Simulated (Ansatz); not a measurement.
## Molecular dynamics of FH2MgN

Input file:

```yaml
crystal:
  periodic: [false, false, false]
  atoms:
    - { symbol: "N", position_ang: [-0.549174, 0.605271, -0.219271] }
    - { symbol: Mg, position_ang: [0.671632, -0.748877, 0.241284] }
    - { symbol: F, position_ang: [1.81605, -2.017241, 0.673404] }
    - { symbol: H, position_ang: [-0.555425, 1.561274, 0.122569] }
    - { symbol: H, position_ang: [-1.333283, 0.525974, -0.859385] }
basis:
  gaussian: { orbitals: def2-SVP }
hamiltonian:
  xc: r2scanh
  dispersion: d4
md:
  timestep: 0.5
  n_steps: 500
  ensemble: nvt_langevin
  temperature: 200.0
  initial_velocities: maxwell_boltzmann
  seed: 58833
  friction: 0.05
scf:
  lower_state_search: "off"
```

Command:

```bash
$ ansatz run input.yaml --threads 1 --pin off --max-ram 2048MiB --backend cpu --events-out ev --progress --plain --runs-dir out
```

It starts from a relaxed structure.

Output, in part (step lines, the closing report, with atoms numbered from 0):

```
md step     0: t =     0.00 fs  T =   160.0 K  F+E_penalty+E_count = -9677.89086023 eV  E_kin = 0.103408 eV  (12 SCF iters)
[... lines left out ...]
Total energy: -9677.80902751 eV, -355.6529219066 hartree
Atom 0 at    -0.976576     0.710737     0.075163 Å, force    -0.321878    -1.180862     0.294762 eV/Å
Atom 1 at     0.467298    -0.484593     0.319599 Å, force     0.066402     0.147539     0.055341 eV/Å
Atom 2 at     1.759352    -1.610672     0.712567 Å, force     0.065238    -0.077478    -0.071585 eV/Å
Atom 3 at    -1.032784     1.697206     0.199444 Å, force     0.085922     0.963998    -0.028560 eV/Å
Atom 4 at    -1.863389     0.353551     0.447427 Å, force     0.104315     0.146803    -0.249958 eV/Å
Dipole moment:    -0.340257     0.276749    -0.040714 e Å
```

The steps, from the saved trajectory:

```
time (fs)  T (K)  potential energy less start (eV)
      0.0    160                             0.000
      8.0     96                             0.053
     16.0    198                             0.054
     24.0    184                             0.048
     32.0    117                             0.048
     40.0    136                             0.070
     48.0    246                             0.054
     56.0    120                             0.061
     64.0    120                             0.060
     72.0     70                             0.083
     80.0    199                             0.070
     88.0    212                             0.031
     96.0    350                             0.049
    104.0    194                             0.081
    112.0    186                             0.083
    120.0    194                             0.070
    128.0    224                             0.031
    136.0     94                             0.036
    144.0    122                             0.050
    152.0    203                             0.039
    160.0    143                             0.082
    168.0    152                             0.088
    176.0    174                             0.099
    184.0    258                             0.091
    192.0    298                             0.080
    200.0    298                             0.124
    208.0    166                             0.105
    216.0    216                             0.054
    224.0    124                             0.075
    232.0    215                             0.070
    240.0    254                             0.074
    248.0    146                             0.099
```

All steps were run. A run of 0.25 ps of so small a system gives no equilibrium averages.

The same pairs are bonded in the first frame and the last. Pairs count as bonded within 1.25 times the sum of covalent radii (0.12 Å more for H–H).

Last frame:

```xyz
5
Properties=species:S:1:pos:R:3
N -0.977 0.711 0.075
Mg 0.467 -0.485 0.320
F 1.759 -1.611 0.713
H -1.033 1.697 0.199
H -1.863 0.354 0.447
```

Run time: 14 min on 1 thread of Arm Neoverse V1, with other jobs on the host, peak memory 0.093 GiB.
